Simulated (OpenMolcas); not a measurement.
**NSF3 (thiazyl trifluoride): a line through the functionals**

NSF3: 5 atoms, total charge 0, spin state singlet. SMILES: `N#S(F)(F)F`. Geometry: relaxed at PBE0-D4/def2-TZVP.

The electronic atomisation energy y, in eV, basis def2-SVPD; a is the functional's share of exact exchange. Programs: OpenMolcas 26.06.

```
functional     program     a  y (eV)
    revPBE  OpenMolcas     0   12.96
      TPSS  OpenMolcas     0   13.04
     B3LYP  OpenMolcas   0.2   12.25
      PBE0  OpenMolcas  0.25       ?
     BHLYP  OpenMolcas   0.5   10.34
```

Problem. Fit y = c + s·a to the known rows and predict PBE0.

Solution. 
1. Means of the 4 rows: a = 0.1750, y = 12.148.
2. Σ(Δa)² = 0.1675, Σ(Δa·Δy) = -0.88325, so the slope is -0.88325/0.1675 = -5.2731.
3. Intercept: 12.148 − (-5.2731) × 0.1750 = 13.071. The largest residual of the fit is 0.23.
4. PBE0: 13.071 + (-5.2731) × 0.25 = 11.75 eV.

The run gave 12.60 eV, so the prediction is off by -0.85 eV, more than the scatter of the fit. The rows mix families of semi-local functionals, which the line can't see.
